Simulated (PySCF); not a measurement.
**BP under electron impact: the energy ladder**

PBE0 in PySCF with def2-TZVP on every atom, for the lowest determinant that a PBE0 search found; no spin–orbit coupling.

```tsv
species	state (unpaired electrons)	Re (Å)	ωe (cm⁻¹)	energy of the minimum from the neutral (eV)	De (eV)	dissociates to
BP	triplet (σ ↑, π ↑)	1.736	985	0.00	3.63	B + P
BP⁺	quartet (σ ↑, π ↑↑)	1.846	779	9.27	3.01	B⁺ + P
```

Question: Work out the lowest energy to break BP into atoms, from its vibrational ground state.

Answer: D0 = De − ωe/2 = 3.63 − 0.06 = 3.57 eV (PBE0/def2-TZVP).

Question: Work out the ionisation energy of the B atom at this level and the threshold of dissociative ionisation.

Answer: IE(B) = 9.27 + 3.01 − 3.63 = 8.65 eV, so B⁺ + P + e⁻ appears at D0 + IE(B) = 12.22 eV (PBE0/def2-TZVP). The measured IE(B) is 8.298 eV (NIST ASD).

These are thermodynamic thresholds; the onsets seen under electron impact lie higher where the geometry changes, and cross-sections peak well above them.

For an ion De counts to the pair picked by the measured ionisation energies or electron affinities, which need not be the lowest pair at this level. States were picked by a PBE0 search and need not be the measured ground states.
